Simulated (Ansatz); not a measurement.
`CCNC` and `CCNCF` differ in one atom or group.

Ansatz, PBE0-D4/def2-TZVP geometries, multiplicity 1. Each molecule was computed in one conformer, which needn't be the lowest.

```json
{"property": "HOMO energy (PBE/def2-TZVPP) / eV", "`CCNC`": "-4.95"}
{"property": "HOMO energy (ωB97M-V/def2-TZVPP) / eV", "`CCNC`": "-8.75"}
{"property": "LUMO energy (PBE0/def2-TZVPP) / eV", "`CCNC`": "1.23"}
{"property": "HOMO–LUMO gap (PBE0/def2-TZVPP) / eV", "`CCNC`": "7.59"}
{"property": "zero-point energy (PBE0-D4/def2-TZVP) / kJ/mol", "`CCNC`": "317.7"}
{"property": "LUMO energy (PBE/def2-TZVPP) / eV", "`CCNC`": "0.41"}
```

Task: What does the change do to each property? (An estimate is asked.)

Result: Ansatz gave: 
```json
{"property": "HOMO energy (PBE/def2-TZVPP) / eV", "`CCNCF`": "-5.77", "shift": "-0.82"}
{"property": "HOMO energy (ωB97M-V/def2-TZVPP) / eV", "`CCNCF`": "-9.60", "shift": "-0.85"}
{"property": "LUMO energy (PBE0/def2-TZVPP) / eV", "`CCNCF`": "1.16", "shift": "-0.07"}
{"property": "HOMO–LUMO gap (PBE0/def2-TZVPP) / eV", "`CCNCF`": "8.38", "shift": "0.79"}
{"property": "zero-point energy (PBE0-D4/def2-TZVP) / kJ/mol", "`CCNCF`": "301.3", "shift": "-16.4"}
{"property": "LUMO energy (PBE/def2-TZVPP) / eV", "`CCNCF`": "0.33", "shift": "-0.08"}
```

With PBE0 the HOMO falls by 0.85 eV and the LUMO falls by 0.07 eV, so the gap widens by about 0.78 eV. PBE moves the HOMO by -0.82 eV and ωB97M-V by -0.85 eV.
